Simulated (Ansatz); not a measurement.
Results of r²SCAN in Ansatz (PAW) for bcc Rb.

Numerical settings: plane-wave cutoff 600 eV, 16×16×16 k mesh, Fermi–Dirac smearing 0.072 eV (set by the program), scalar-relativistic PAW data made under PBE.

Computed at the level's own relaxed cell.

Hill averages of the elastic tensor: K = 2.6 GPa, G = 0.9 GPa. Volume 94.849 Å³/atom, mean atomic mass 85.468 u.

Problem. Work out the density, the sound velocities of a polycrystal and the elastic Debye temperature at this level.

Solution. ρ = 1.66054 × 85.468/94.849 = 1.496 g/cm³. v_l = √[(K + 4G/3)/ρ] = 1.594 km/s and v_t = √(G/ρ) = 0.776 km/s. The mean follows from 3/v_m³ = 1/v_l³ + 2/v_t³: v_m = 0.872 km/s. Θ_D = (ħ/k_B) v_m (6π²/V)^(1/3) = 76.38 K Å s/km × 0.872 × 0.8547 Å⁻¹ = 57 K, counting all atoms of the cell.

Ansatz is an electronic-structure program.
